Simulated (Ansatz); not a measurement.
The cluster Al2N, relaxed as a doublet with UKS PBE0-D4/def2-TZVP in Ansatz, starting from the GFN1-xTB geometry. Force threshold 0.02 eV/Å.

The structure comes from a short search, and lower isomers may exist.

Start:

```tsv
atom	x (Å)	y (Å)	z (Å)
Al1	-0.464	0.382	-0.619
Al2	-0.278	-1.899	0.658
N3	0.742	1.516	-0.039
```

```json
{"step": "1", "energy (eV)": "-14672.2353", "largest force component (eV/Å)": "0.540", "SCF passes": "210"}
{"step": "2", "energy (eV)": "-14672.3354", "largest force component (eV/Å)": "0.672", "SCF passes": "92"}
{"step": "3", "energy (eV)": "-14672.5775", "largest force component (eV/Å)": "1.860", "SCF passes": "188"}
{"step": "4", "energy (eV)": "-14673.1040", "largest force component (eV/Å)": "2.160", "SCF passes": "78"}
{"step": "5", "energy (eV)": "-14673.8487", "largest force component (eV/Å)": "2.549", "SCF passes": "80"}
{"step": "6", "energy (eV)": "-14674.7918", "largest force component (eV/Å)": "2.779", "SCF passes": "71"}
{"step": "7", "energy (eV)": "-14675.4373", "largest force component (eV/Å)": "1.340", "SCF passes": "57"}
{"step": "8", "energy (eV)": "-14675.5614", "largest force component (eV/Å)": "0.664", "SCF passes": "45"}
{"step": "9", "energy (eV)": "-14675.7188", "largest force component (eV/Å)": "0.463", "SCF passes": "50"}
{"step": "10", "energy (eV)": "-14675.7687", "largest force component (eV/Å)": "0.745", "SCF passes": "50"}
{"step": "11", "energy (eV)": "-14675.8230", "largest force component (eV/Å)": "0.230", "SCF passes": "46"}
{"step": "12", "energy (eV)": "-14675.8282", "largest force component (eV/Å)": "0.163", "SCF passes": "40"}
{"step": "13 (rejected)", "energy (eV)": "-14675.8044", "largest force component (eV/Å)": "0.716", "SCF passes": "46"}
{"step": "14", "energy (eV)": "-14675.8308", "largest force component (eV/Å)": "0.005", "SCF passes": "38"}
```

Force components are those of the run's own axes.

End:

```xyz
3

Al   -0.548    1.201   -1.093
Al    0.536   -1.211    1.088
N     0.012    0.011    0.006
```

Bonds lost: Al1–Al2 (atoms count from 1). Bonds formed: Al2–N3 (atoms count from 1). The end is the same structure that another start reached, the lowest one found.

No frequencies were taken in this run, so the end may be a saddle point.

It took 30 s on 4 threads of Arm Neoverse V2 on a shared host.
